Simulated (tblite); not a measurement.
Species: 3-fluoropropan-1-ol, C3H7FO.
Atom-mapped SMILES: `[OH:1][CH2:2][CH2:3][CH2:4][F:5]` (hydrogens: H6 on O1; H7, H8 on C2; H9, H10 on C3; H11, H12 on C4)

Computed with GFN2-xTB (tblite), gas phase: L-BFGS steps from a force-field or distance-geometry start until the largest atomic force falls under 0.01 eV/Å.

Step 11: E = -511.0776 eV
```
atom  x, y, z in Å  |  force x, y, z in eV/Å
O1      1.2923   -1.3182   -0.1290    0.048  -0.070   0.000
C2      1.0479   -0.1006    0.5305    0.021  -0.056  -0.021
C3     -0.0592    0.7131   -0.1477    0.096  -0.074   0.041
C4     -1.3495   -0.0943   -0.1126    0.044   0.030  -0.049
F5     -2.3633    0.5489   -0.7771    0.008   0.055  -0.057
H6      1.5893   -1.1386   -1.0285   -0.002   0.025  -0.004
H7      0.7342   -0.3878    1.5389    0.045   0.071  -0.025
H8      1.9748    0.4880    0.6023   -0.093   0.032  -0.012
H9      0.2116    0.9284   -1.1840   -0.007  -0.035  -0.027
H10    -0.1838    1.6617    0.3683   -0.062   0.077   0.076
H11    -1.2035   -1.0620   -0.6020   -0.058  -0.017   0.004
H12    -1.6896   -0.2395    0.9147   -0.040  -0.038   0.074
```

Step 12: E = -511.0793 eV
```
atom  x, y, z in Å  |  force x, y, z in eV/Å
O1      1.2994   -1.3197   -0.1255    0.044  -0.053  -0.026
C2      1.0491   -0.1014    0.5290    0.036  -0.061   0.002
C3     -0.0578    0.7101   -0.1459    0.046  -0.003   0.016
C4     -1.3487   -0.0933   -0.1127   -0.024   0.002  -0.005
F5     -2.3601    0.5529   -0.7779    0.003   0.063  -0.072
H6      1.5875   -1.1402   -1.0278    0.005   0.014  -0.013
H7      0.7361   -0.3881    1.5362    0.040   0.065   0.027
H8      1.9698    0.4953    0.5993   -0.041   0.018  -0.005
H9      0.2076    0.9264   -1.1831    0.013  -0.028  -0.034
H10    -0.1794    1.6598    0.3717   -0.065   0.041   0.056
H11    -1.2063   -1.0610   -0.6017   -0.045  -0.034  -0.016
H12    -1.6959   -0.2414    0.9125   -0.011  -0.023   0.070
```

Step 13: E = -511.0803 eV
```
atom  x, y, z in Å  |  force x, y, z in eV/Å
O1      1.3045   -1.3217   -0.1239    0.037  -0.024  -0.032
C2      1.0505   -0.1031    0.5280    0.028  -0.040   0.015
C3     -0.0563    0.7083   -0.1445   -0.016   0.033  -0.004
C4     -1.3487   -0.0926   -0.1127   -0.061  -0.016   0.024
F5     -2.3578    0.5565   -0.7797    0.016   0.054  -0.060
H6      1.5866   -1.1408   -1.0277    0.010   0.002  -0.022
H7      0.7380   -0.3870    1.5350    0.035   0.046   0.059
H8      1.9659    0.5000    0.5974    0.009   0.006  -0.003
H9      0.2055    0.9245   -1.1831    0.023  -0.021  -0.018
H10    -0.1781    1.6593    0.3747   -0.051  -0.010   0.026
H11    -1.2090   -1.0610   -0.6018   -0.038  -0.026  -0.020
H12    -1.6999   -0.2430    0.9122    0.008  -0.005   0.036
```

Question: Estimate the geometry and energy of step 14. (The exact step hangs on the optimiser's Hessian estimate; all steps are aligned on step 13, rigid shifts and turns removed.)

Answer: E = -511.0811 eV, largest force 0.077 eV/Å
```
atom  x, y, z in Å  |  force x, y, z in eV/Å
O1      1.3082   -1.3236   -0.1235    0.027   0.008  -0.024
C2      1.0517   -0.1049    0.5276    0.009  -0.006   0.017
C3     -0.0555    0.7074   -0.1436   -0.054   0.028  -0.011
C4     -1.3495   -0.0925   -0.1125   -0.061  -0.020   0.027
F5     -2.3559    0.5599   -0.7820    0.028   0.035  -0.035
H6      1.5863   -1.1409   -1.0281    0.012  -0.005  -0.024
H7      0.7400   -0.3852    1.5354    0.035   0.025   0.064
H8      1.9634    0.5030    0.5960    0.040  -0.007  -0.004
H9      0.2048    0.9229   -1.1834    0.021  -0.014   0.006
H10    -0.1786    1.6589    0.3772   -0.034  -0.049  -0.001
H11    -1.2117   -1.0615   -0.6020   -0.037  -0.007  -0.014
H12    -1.7021   -0.2442    0.9130    0.013   0.012  -0.001
```

The energy changes by -0.0008 eV. The first-order estimate −F·Δx gives -0.0011 eV and the mean of the old and new forces, exact on a quadratic surface, -0.0008 eV. The step makes an angle of 54° with the force vector and moves no atom by more than 0.005 Å.

The cost below is that of the whole relaxation. Hardware: one thread, Arm Neoverse N1 (aarch64), shared host with 64 logical CPUs at a one-minute load of 60. Cost: 0.15 s of wall time.
